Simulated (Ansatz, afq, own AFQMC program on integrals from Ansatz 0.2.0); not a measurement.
Integrals from Ansatz 0.2.0, then the random walk in our own AFQMC program (afq).

```yaml
crystal:
  periodic: [false, false, false]
  atoms:
    - {symbol: Cl, position_ang: [-0.806953, 0.019664, 0.000000]}
    - {symbol: H, position_ang: [0.615047, 0.019664, 0.000000]}
    - {symbol: N, position_ang: [1.846047, 0.019664, 0.000000]}
    - {symbol: H, position_ang: [2.115129, -0.984563, 0.000000]}
basis:
  gaussian: {orbitals: cc-pVTZ}
magnetization: {spin_polarized: true, initial_magnetization: 2}
correlation: {method: ccsd_t, electrons: outside_noble_gas, hamiltonian_folder: ham}
```

```sh
$ ansatz run in.yaml --threads 1 --pin off --events-out ev --progress --plain --max-ram 24576MiB --backend cuda --devices 0, --max-vram 18GiB
```

afq runs on the folder ham with

```
--method phaseless --trial cisd --walkers 1500 --populations 20 --least-time 60 --time-step 0.005 --steps-per-block 50 --equilibration-blocks 28 --max-blocks 4000 --target-error 0.00022 --factor-cut 1e-05 --start spin_pure --seed 5927 --release-times 0.24,0.51,0.99,1.62,2.4 --release-step 0.03 --release-every 3 --taylor-order 6
```

Times are imaginary, in 1/Eh. The walk had a cap of 244 s. With eight or more populations the least sampling time is a fifth of least-time, and the error comes from their spread.

afq prints:

```
orbitals 86  electrons 8 6  factors 530 of 538
reference energy -515.05012177 Eh
CCSD correlation -0.39646108 Eh in 16 cycles, weight of the determinant in the CISD state 0.8634
energy of the start -515.444556 Eh
 block  time / (1/Eh)  mean weight  energy / Eh
     1     0.250  0.9993  -515.440883
     2     0.500  0.9996  -515.446973
     3     0.750  0.9995  -515.452339
     4     1.000  0.9994  -515.455274
     5     1.250  0.9997  -515.458374
     7     1.750  1.0004  -515.460891
     9     2.250  1.0001  -515.461361
    13     3.250  1.0000  -515.463620
    19     4.750  0.9999  -515.462335
    22     5.500  1.0000  -515.465143
    25     6.250  0.9996  -515.461711
    31     7.750  1.0001  -515.463128
    37     9.250  1.0000  -515.462747
    43    10.750  0.9999  -515.463960
    49    12.250  0.9999  -515.463821
    55    13.750  0.9997  -515.463861
    58    14.500  0.9997  -515.458761
    61    15.250  0.9992  -515.462411
    67    16.750  0.9995  -515.462213
    73    18.250  0.9999  -515.462128
    79    19.750  1.0000  -515.462849
    85    21.250  1.0002  -515.462021
    91    22.750  0.9996  -515.459900
    97    24.250  1.0000  -515.462093
   103    25.750  0.9994  -515.462666
   109    27.250  0.9999  -515.464719
   115    28.750  0.9992  -515.462867
   121    30.250  1.0001  -515.463201
   127    31.750  1.0000  -515.463286
   133    33.250  0.9996  -515.463485
   136    34.000  1.0003  -515.463979
error from the spread of 20 populations
released: time / (1/Eh)  energy / Eh  error  mean overlap
  0.24  -515.462720  0.000195  0.9979
  0.51  -515.463112  0.000204  0.9974
  0.99  -515.463349  0.000199  0.9887
  1.62  -515.463466  0.000323  0.9806
  2.40  -515.463485  0.000447  0.9816
energy -515.462513 +/- 0.000200 Eh
(rows thinned)
```

The run passed its tests (sampling time, drift between the halves within three errors, error under three times the target), which doesn't prove that it has relaxed. The second half of the sampling lies above the first by 1.9 errors of their difference, so the energy may still be moving and its error bar be too small.

Against this walk (error 5.4 meV) on the same determinant: CCSD(T) 31.9 meV higher. The error is statistical and leaves out the bias of the constraint. Released to 1.62 1/Eh the energy lies 26 ± 10 meV (both errors) below the phaseless value, which shows part or all of the bias of the constraint, and CCSD(T) lies 57.8 meV above the released value.

Cautions: constraint bias not in the error; lower spins were not checked.

The walk took 3.6 min on 1 × NVIDIA H100 80GB HBM3 with 2 threads of AMD EPYC 7R13 Processor (Zen 3), with other jobs on the host (the card was shared). The log's last line is the phaseless energy.

A walk keeps the symmetry of its determinant, which the program's search chose and which needn't be the lowest solution, so a lower state of the same spin and another symmetry isn't excluded.
